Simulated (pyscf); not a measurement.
HO–CH₂–ZnH + hydrogen (H₂) → methanol (H₃C–OH) + ZnH₂ (four-centre exchange; singlet surface; C–Zn, H–H broken, C–H, H–Zn formed). Structures and frequencies: ωB97X-D3(BJ)/def2-SVP in PySCF. Energies in kcal/mol from the separated reactants.

| level | barrier | reaction energy |
|---|---|---|
| PBE/def2-TZVP | 34.8 | -12.1 |
| r²SCAN/def2-TZVP | ? | -12.6 |
| PBE0-D3(BJ)/def2-TZVP | 34.9 | -13.3 |
| M06-2X/def2-TZVP | 34.7 | -11.6 |
| ωB97M-D3(BJ)/def2-TZVP | 37.8 | -13.8 |
| HF/def2-TZVP | ? | ? |

### Question
Complete the blanks.

### Answer

- r²SCAN/def2-TZVP, barrier: 32.6
- HF/def2-TZVP, barrier: 47.6
- HF/def2-TZVP, reaction energy: -20.4

The functionals in the table span 5.1 kcal/mol in this barrier, from r²SCAN to ωB97M-D3(BJ)/def2-TZVP. On the product side the descent ends in an adduct with a O–Zn contact (not fully relaxed), 9.7 kcal/mol under the separated species and 60.1 kcal/mol under the saddle at ωB97X-D3(BJ)/def2-TZVP. At the saddle there is also a short H–Zn contact that neither side keeps. HO–CH₂–ZnH lies 17.6 kcal/mol over its isomer H₃C–O–ZnH (electronic energy, ωB97M-D3(BJ)/def2-TZVP). This is the saddle that the search found; another between the same sides may lie lower. Elements up to Kr have no core potential and no relativistic terms here.
